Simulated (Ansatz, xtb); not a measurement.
Molecule: NO2 (charge -1, singlet). 
Structure (B3LYP-D3(BJ)/def2-TZVP (Ansatz, an electronic-structure program) minimum search):
```xyz
3

O      1.0698    -0.1878     0.0550
N     -0.0066     0.4611     0.0102
O     -1.0640    -0.2157    -0.0639
```
Charge -1, spin multiplicity 1.

Harmonic wavenumbers from GFN2-xTB (xtb, at its own minimum), cm⁻¹: 701, 1356, 1365.

Question: Give the harmonic wavenumbers at B3LYP-D3(BJ)/def2-TZVP (Ansatz, finite differences of forces, unscaled).

Answer: 807, 1302, 1353 cm⁻¹. Zero-point energy 4.9 kcal/mol.

Question: From these and the geometry, give the ideal-gas thermochemistry at 298.15 K and 1 atm (rigid rotor, harmonic oscillator).

Answer: Point group C2v, rotational symmetry number 2. Rotational constants 118, 13.83, 12.38 GHz. S(trans) 37.40, S(rot) 18.93, S(vib) 0.25, S(elec, spin only) 0.00, S 56.6 cal/(mol K). H(298) - H(0) 2.43 kcal/mol; G - E(el) -9.5 kcal/mol.
